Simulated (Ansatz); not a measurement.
This geometry of C$_{2}$H$_{3}$NS (7 atoms, charge 0, multiplicity 1) is a first-order saddle point.

All numbers below come from Ansatz, RKS revPBE-D4/def2-SVP.

```xyz
7
Properties=species:S:1:pos:R:3
N -0.379 1.070 -0.015
C 0.267 -0.113 0.337
C 0.270 -1.285 -0.307
S 0.285 -2.683 -1.055
H -0.940 1.135 -0.857
H -0.292 1.888 0.576
H 0.850 -0.079 1.275
```

Task: Which two structures does it join? (They come from a converged band through this point; their orientation in space is the band's.)

Result: No bond is made or broken. The height of N1 over the plane of its neighbours goes from 0.36 to -0.36 Å. The two ends are copies of one structure, up to a mirror image or an exchange of like atoms. The height can change sign by an inversion or by a turn that exchanges like atoms.

Image 0:

```xyz
7
Properties=species:S:1:pos:R:3
N -0.033 1.184 -0.172
C 0.347 -0.083 0.349
C 0.088 -1.278 -0.187
S -0.163 -2.683 -0.870
H -0.685 1.092 -0.959
H -0.485 1.764 0.547
H 0.992 -0.063 1.246
```

Image 10:

```xyz
7
Properties=species:S:1:pos:R:3
N -0.609 1.003 0.208
C 0.242 -0.116 0.419
C 0.350 -1.195 -0.359
S 0.413 -2.502 -1.250
H -1.051 0.977 -0.718
H -0.091 1.887 0.286
H 0.808 -0.121 1.368
```

Task: How far does it lie above each of them?

Result: 0.125 eV above the first and 0.125 eV above the second. This is the barrier of this one path; another mechanism may lie lower.

The run took 120 s on 1 thread of Intel(R) Xeon(R) Processor @ 2.70GHz (shared host), peak memory 0.15 GiB.
